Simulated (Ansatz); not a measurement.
`C/C=C/Cl`, charge 0, multiplicity 1.

(1) Give a relaxed structure at PBE0-D4/def2-TZVP (Ansatz). (Best estimate.)

## Answers

(1) Ansatz gave: 
Z-matrix (Å, degrees):
```
C
C 1 1.489
H 1 1.094 2 110.9
H 1 1.091 2 111.7 3 -120.8
H 1 1.094 2 110.9 3 118.5
C 2 1.323 1 123.3 3 120.8
H 2 1.086 1 117.8 3 -59.2
Cl 6 1.723 2 123.4 1 180.0
H 6 1.083 2 123.5 1 -0.0
```
Point group Cs.
This is one stationary point; other conformers may exist.
